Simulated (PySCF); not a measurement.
The dipole of cyclohexene, `C1=CCCCC1` from its density and from atomic charges.

Coordinates (PBE0-D3(BJ)/def2-SVP, Å) and charges (e) from the PBE0/pcSseg-1 density (PySCF):

| atom | x | y | z | Mulliken | IAO | Hirshfeld | ESP-fitted |
| --- | --- | --- | --- | --- | --- | --- | --- |
| C1 | -0.015 | 1.514 | 0.337 | -0.1763 | -0.1621 | -0.0543 | -0.2339 |
| C2 | 1.195 | 0.944 | 0.296 | -0.1762 | -0.1621 | -0.0544 | -0.2336 |
| C3 | 1.414 | -0.504 | -0.031 | -0.1817 | -0.2610 | -0.0695 | +0.0193 |
| C4 | 0.170 | -1.155 | -0.628 | -0.2345 | -0.2495 | -0.0665 | -0.0180 |
| C5 | -1.084 | -0.750 | 0.138 | -0.2344 | -0.2495 | -0.0665 | -0.0263 |
| C6 | -1.290 | 0.761 | 0.097 | -0.1817 | -0.2610 | -0.0695 | +0.0309 |
| H7 | -0.095 | 2.583 | 0.558 | +0.0954 | +0.1390 | +0.0403 | +0.1259 |
| H8 | 2.080 | 1.552 | 0.507 | +0.0954 | +0.1390 | +0.0403 | +0.1281 |
| H9 | 2.268 | -0.602 | -0.723 | +0.1290 | +0.1396 | +0.0410 | +0.0286 |
| H10 | 1.724 | -1.041 | 0.886 | +0.1307 | +0.1359 | +0.0375 | +0.0396 |
| H11 | 0.065 | -0.840 | -1.681 | +0.1178 | +0.1263 | +0.0334 | +0.0353 |
| H12 | 0.281 | -2.251 | -0.639 | +0.1194 | +0.1318 | +0.0382 | +0.0019 |
| H13 | -0.984 | -1.074 | 1.189 | +0.1178 | +0.1263 | +0.0334 | +0.0367 |
| H14 | -1.970 | -1.266 | -0.265 | +0.1194 | +0.1318 | +0.0382 | +0.0025 |
| H15 | -2.045 | 1.066 | 0.841 | +0.1290 | +0.1395 | +0.0410 | +0.0256 |
| H16 | -1.712 | 1.063 | -0.881 | +0.1307 | +0.1359 | +0.0375 | +0.0374 |

Compute μ = Σ q r for each scheme (1 e·Å = 4.803 D) and compare with the dipole of the full density.

The full density gives (-0.14, -0.29, -0.07) D, 0.33 D in size; dipole vectors point from the negative to the positive end.

| scheme | μx | μy | μz | size (D) | share of the full size (%) | angle to the full dipole (°) |
| --- | --- | --- | --- | --- | --- | --- |
| Mulliken | -0.51 | -1.06 | -0.27 | 1.21 | 368 | 0 |
| IAO | -0.12 | -0.25 | -0.07 | 0.29 | 88 | 0 |
| Hirshfeld | -0.08 | -0.18 | -0.05 | 0.20 | 61 | 0 |
| ESP-fitted | -0.14 | -0.31 | -0.08 | 0.35 | 106 | 1 |

Which set comes closest?

Length of the difference vector: ESP-fitted 0.02 D, IAO 0.04 D, Hirshfeld 0.13 D, Mulliken 0.88 D. Closest: ESP-fitted. ESP charges are fitted to the potential around the molecule, whose slowest-falling term is the dipole's. The schemes that divide the density aren't constrained to reproduce the dipole.

What is left for the Hirshfeld atoms' own dipoles?

The shares of the density sum to the whole, so what Σ q r misses lies in dipoles about the nuclei. The atomic dipoles sum to (-0.14, -0.29, -0.07) − (-0.08, -0.18, -0.05) = (-0.06, -0.11, -0.02) D, 0.13 D in size.

With the origin at the mean of the coordinates, (0.000, 0.000, 0.000) Å, which are the largest single terms, by size, of the IAO dipole along the direction of the full one?

H7 -1.57, H8 -1.57, C4 -1.30, C5 -1.30, H12 +1.27 D; all 16 atoms together +0.29 D. The single terms depend on the origin, their sum doesn't.

Give the size of the full dipole in other units.

0.33 D = 0.130 au = 0.069 e·Å = 1.10 × 10⁻³⁰ C·m.

The structure is a single PBE0-D3(BJ)/def2-SVP conformer in the gas phase; no vibrational or solvent corrections.
